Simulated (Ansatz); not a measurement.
Consider the substitution at a C–C bond: `O=C/C(F)=C/F` + `OC=S` → `O=COC=S` + `F/C=C/F`.

Isolated molecules relaxed with PBE0-D4/def2-TZVP in Ansatz; ΔE leaves out vibrations. CCSD(T)/CBS adds triple-zeta CCSD(T) − MP2 to the extrapolated MP2 energy (def2 sets, frozen cores). This one scheme is used for every species. Double bonds are as drawn, so ΔE can hold a change between cis and trans. DFT in def2-TZVPP. B3LYP here is the variant with VWN-RPA as its local correlation; programs differ in this. One conformer a species, not always the lowest.

```csv
level,ΔE (kJ/mol)
PBE-D4,1.7
PBE0-D4,-1.1
ωB97M-V,-6.5
B2PLYP,-6.9
PBE0,-1.3
B3LYP,-4.8
HF/CBS(def2),-13.9
MP2/CBS(def2),-4.2
```

What does CCSD(T)/CBS give? (Best estimate.)

Ansatz gave: -6.5 kJ/mol. The listed levels differ from it by 8.2, 5.4, 0.0, -0.4, 5.2, 1.7, -7.4, 2.3 kJ/mol.

Largest T1 diagnostic among the species: 0.018.

In def2-TZVPP, CCSD(T) changes the Hartree–Fock value by +5.4 kJ/mol (the triples alone add +0.7 kJ/mol) and MP2 by +7.6 kJ/mol.
